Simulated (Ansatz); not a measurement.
**CH6AlO+ (SMILES C[OH+][AlH2]): a short trajectory**

Aim: follow the atoms for 60 steps of 1.0 fs with a Langevin thermostat, with velocities drawn for 300 K.

The runs use Ansatz 0.2.0, Gaussian basis; PBE0-D4/def2-SVP.

**1. Starting geometry**

SMILES `C[OH+][AlH2]`, 9 atoms, charge 1, spin multiplicity 1.

Atoms are counted from 1 here; the program's logs count them from 0.

Bond lengths: C1–O2 1.464 Å, C1–H4 1.094 Å, C1–H5 1.091 Å, C1–H6 1.091 Å, O2–Al3 1.794 Å, O2–H7 0.975 Å, Al3–H8 1.518 Å, Al3–H9 1.518 Å. Angles: O2–C1–H4 107.5°, O2–C1–H5 109.8°, O2–C1–H6 109.8°, H4–C1–H5 109.6°, H4–C1–H6 109.6°, H5–C1–H6 110.6°, C1–O2–Al3 124.6°, C1–O2–H7 108.7°, Al3–O2–H7 126.6°, O2–Al3–H8 110.4°, O2–Al3–H9 114.4°, H8–Al3–H9 135.2°.

Geometry (Å):

```
C    -0.3510    1.0473   -0.5833
O     0.3684   -0.2151   -0.4083
Al    0.2407   -1.2690    1.0373
H    -0.9568    1.2077    0.3138
H    -1.0012    0.9840   -1.4567
H     0.3608    1.8662   -0.6943
H     0.9150   -0.3762   -1.1988
H     1.1026   -2.5072    0.8679
H    -0.6783   -0.7376    2.1222
```

**2. The run**

The input, md/in.yaml:

```yaml
crystal:
  periodic: [false, false, false]
  atoms:
    - {symbol: C, position_ang: [-0.351040, 1.047330, -0.583300]}
    - {symbol: O, position_ang: [0.368350, -0.215120, -0.408270]}
    - {symbol: Al, position_ang: [0.240730, -1.269040, 1.037310]}
    - {symbol: H, position_ang: [-0.956850, 1.207730, 0.313840]}
    - {symbol: H, position_ang: [-1.001240, 0.983970, -1.456680]}
    - {symbol: H, position_ang: [0.360790, 1.866200, -0.694250]}
    - {symbol: H, position_ang: [0.915020, -0.376220, -1.198830]}
    - {symbol: H, position_ang: [1.102560, -2.507210, 0.867940]}
    - {symbol: H, position_ang: [-0.678320, -0.737630, 2.122240]}
basis:
  gaussian: {orbitals: def2-SVP}
total_charge: 1
hamiltonian: {xc: pbe0, dispersion: d4}
md: {n_steps: 60, timestep: 1.0, temperature: 300, ensemble: nvt_langevin, seed: 299, friction: 0.01, initial_velocities: maxwell_boltzmann}
```

On the command line:

```
$ ansatz run in.yaml --threads 2 --pin off --events-out ev --progress --plain --max-ram 3481MiB
```

Q: Predict the outcome of this session. Wanted: temperature at the start; mean temperature, second half; lowest and highest potential energy, from the first frame; largest change of potential + kinetic.

As calculated:

| quantity | value |
| --- | --- |
| length | 60 steps, 60.0 fs |
| temperature at the start | 267 K |
| mean temperature, second half | 273 K |
| lowest and highest potential energy, from the first frame | 0 and 201 meV |
| largest change of potential + kinetic | 190.0 meV |

What this shows: The thermostat trades energy with the molecule, so the sum of potential and kinetic energy isn't conserved: it changes by +190 meV over the run. The temperature runs between 125 and 368 K. No bond breaks or forms, judged by distance. Under Langevin the temperature counts 3N degrees of freedom, more than the drawn velocities fill, so it starts at 267 K, not 300 K.
